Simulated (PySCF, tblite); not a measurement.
Isomers of C4H9N. Computed with GFN2-xTB (tblite): harmonic, unscaled wavenumbers at the GFN2-xTB geometry, gas phase. This tight-binding method is rough: wavenumbers can miss measured ones by several per cent, in bad cases by 10 to 20. One conformer each.

Electronic energies: PBE0/pcSseg-1 single points on the GFN2-xTB geometries (PySCF, gas phase).

```json
{"SMILES": "CN1CCC1", "electronic energy, lowest = 0 (kJ/mol)": "48.0"}
{"SMILES": "NCC1CC1", "electronic energy, lowest = 0 (kJ/mol)": "24.9"}
{"SMILES": "C/C=N\\CC", "electronic energy, lowest = 0 (kJ/mol)": "0.0"}
```

How do GFN2-xTB zero-point energies change the relative energies?

```csv
SMILES,ZPE (kJ/mol),of it from modes above 1550 cm⁻¹,electronic (kJ/mol),"with ZPE, lowest = 0 (kJ/mol)",lowest mode (cm⁻¹),rings
C/C=N\CC,320.3,172.0,0.0,0.0,17i,0
NCC1CC1,327.8,176.8,24.9,32.5,86,1
CN1CCC1,327.1,159.0,48.0,54.8,138,1
```

The zero-point energies span 7.5 kJ/mol, from `C/C=N\CC` to `NCC1CC1`. Slightly imaginary modes are left out of the zero-point energy: `C/C=N\CC` 16.7i cm⁻¹. The order is unchanged.

And how do the electronic energies of GFN2-xTB itself compare?

`C/C=N\CC` 8.9; `NCC1CC1` 49.2; `CN1CCC1` 0.0 kJ/mol, lowest = 0. Against the energies above, taken from the same isomer `C/C=N\CC`, the largest difference is 56.9 kJ/mol.
